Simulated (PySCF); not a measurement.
Species: C4H4N (charge -1).
Z-matrix (Å and degrees, PBE0-D3(BJ)/def2-SVP geometry), rows numbered from 1:
```
C 
C   1  1.4170
C   2  1.4038  1  105.12
N   3  1.3538  2  112.39  1    -0.03
C   4  1.3537  3  104.99  2     0.02
H   1  1.0945  2  127.43  3  -179.95
H   2  1.0946  1  127.40  3  -179.96
H   3  1.0984  2  126.93  1  -179.99
H   5  1.0984  1  126.91  2   179.98
```

Level: PBE0/pcSseg-1 in PySCF, non-relativistic, on one gas-phase PBE0-D3(BJ)/def2-SVP geometry that isn't relaxed in the solvent. The solvent is an IEF-PCM continuum (van der Waals radii × 1.2). Only the electrostatic response of the medium enters.

```
run  E − E(gas) (kcal/mol)  HOMO (eV)  HOMO–LUMO gap (eV)
gas                   0.00       0.00                6.60
  P                 -34.39      -2.79                7.05
  Q                 -30.87      -2.51                7.00
```

Question: The runs were made in benzene and cyclohexane. Which run belongs to which solvent?

Answer: P = benzene, Q = cyclohexane. The dielectric constants are 2.017 (cyclohexane), 2.271 (benzene), and the energy falls further as ε rises. In this model the ground state sees the solvent through ε alone.

Question: How constant is the ratio of the lowering to 1 − 1/ε?

Answer: 
```csv
solvent,1 − 1/ε,E − E(gas) (kcal/mol),ratio (kcal/mol),polarisation term (kcal/mol)
cyclohexane,0.504,-30.87,-61.2,-31.16
benzene,0.560,-34.39,-61.5,-34.76
```

The ratio changes by +0.4 % in size from cyclohexane to benzene. The polarisation term is half the interaction of the solute with the induced surface charges.

Rough CPU time on one thread of a shared machine: about 18 s. This is the whole shielding run at PBE0/pcSseg-1 in benzene, SCF included.
